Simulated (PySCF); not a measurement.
C₂H, SMILES [C]#C, multiplicity 2. Geometry optimised at PBE0-D3(BJ)/def2-TZVPD. The isomer is the one that the SMILES or the coordinates give; other isomers of the formula were not compared.

Calculation: PySCF with PBE0-D3(BJ)/def2-TZVPD.

Harmonic wavenumbers (cm⁻¹): 481, 481, 2106, 3464. Rotational constants (GHz): 44.57 (linear); symmetry number 1.

### Question
Work out the zero-point energy and the ideal-gas rigid-rotor harmonic-oscillator thermochemistry at 298.15 K and 1 atm.

### Answer
ZPE = ½ Σ hcν = ½ × 6532 cm⁻¹ = 39.07 kJ/mol. H − E(el) = 49.00 kJ/mol. Entropy in J/(mol K): translation 148.91, rotation 49.36, vibration 5.92, spin 5.76, total 209.96. G − E(el) = -13.60 kJ/mol. Cp = 39.95 J/(mol K).
